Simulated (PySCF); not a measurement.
**Working out the ionisation energy of Be**

Be [He] 2s2 (1S) → Be⁺ [He] 2s1 (2S). Computed with PySCF 2.14 in aug-cc-pCVTZ-DK, with scalar relativity by spin-free X2C-1e. Frozen: nothing. Energies in hartree (1 hartree = 27.21139 eV):

| part | Be (lower) | Be⁺ (upper) |
| --- | --- | --- |
| UHF | -14.575388 | -14.279771 |
| MP2 opposite-spin | -0.068382 | -0.038972 |
| MP2 same-spin | -0.001203 | -0.000770 |

Task: What does Hartree-Fock give?

Result: (-14.279771) − (-14.575388) = 0.295617 hartree = 8.044 eV.

Task: What do MP2 and SCS-MP2 (6/5 opposite-spin, 1/3 same-spin) give?

Result: The opposite-spin parts differ by 0.800 eV and the same-spin parts by 0.012 eV. MP2: 8.044 + (0.800) + (0.012) = 8.856 eV. SCS-MP2: 8.044 + 1.2 × (0.800) + (0.012)/3 = 9.008 eV.

Measured between the centres of the two terms (NIST): 9.323 eV, so MP2 (valence and next inner shell) is off by -0.467 eV.

What remains against the reference includes basis incompleteness and correlation beyond second order.
